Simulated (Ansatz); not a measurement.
Two isomers of C3H5NS: A = `C=C/N=C/S`, B = `CC1N=C1S`.

Isolated molecules relaxed with PBE0-D4/def2-TZVP in Ansatz; ΔE leaves out vibrations. CBS: MP2 limit from def2 TZ/QZ plus the TZ coupled-cluster correction, frozen cores. Functionals use def2-TZVPP. Each species was taken in one conformer, which may not be the lowest.

A:

Z-matrix (Å, degrees):
```
C
C 1 1.330
H 1 1.083 2 120.5
H 1 1.082 2 120.9 3 180.0
N 2 1.387 1 121.8 3 -0.0
H 2 1.094 1 120.5 3 180.0
C 5 1.265 2 117.8 1 180.0
S 7 1.742 5 120.1 2 -180.0
H 7 1.097 5 123.8 2 0.0
H 8 1.342 7 95.7 5 -180.0
```

B:

Z-matrix (Å, degrees):
```
C
C 1 1.498
H 1 1.093 2 110.5
H 1 1.094 2 111.0 3 119.5
H 1 1.091 2 110.9 3 -120.1
N 2 1.525 1 118.8 3 82.5
C 2 1.441 1 122.9 3 141.3
H 2 1.090 1 115.8 3 -60.0
S 7 1.706 2 148.3 1 76.2
H 9 1.348 7 95.7 2 -177.1
```

Which isomer does CCSD(T)/CBS put lower? Give the gap. (Estimate.)

The calculation gave: A, by 14.9 kcal/mol.

Give E(B) − E(A) in kcal/mol with PBE-D4, r2SCAN-D4, ωB97M-V, HF/def2-TZVPP, MP2/def2-TZVPP, PBE0-D4, CCSD/def2-TZVPP. (Best estimate.)

The calculation gave: PBE-D4 14.1, r2SCAN-D4 14.7, ωB97M-V 13.6, HF/def2-TZVPP 19.3, MP2/def2-TZVPP 11.0, PBE0-D4 13.1, CCSD/def2-TZVPP 14.4. None reverses the order clearly.

Largest T1 diagnostic: 0.013.

From PBE to PBE0 (25 % exact exchange), in def2-TZVPP and without D4, E(B) − E(A) moves by −1.0 kcal/mol. In def2-TZVPP, CCSD(T) changes the Hartree–Fock value by −5.1 kcal/mol (the triples alone add −0.1 kcal/mol) and MP2 by −8.3 kcal/mol.
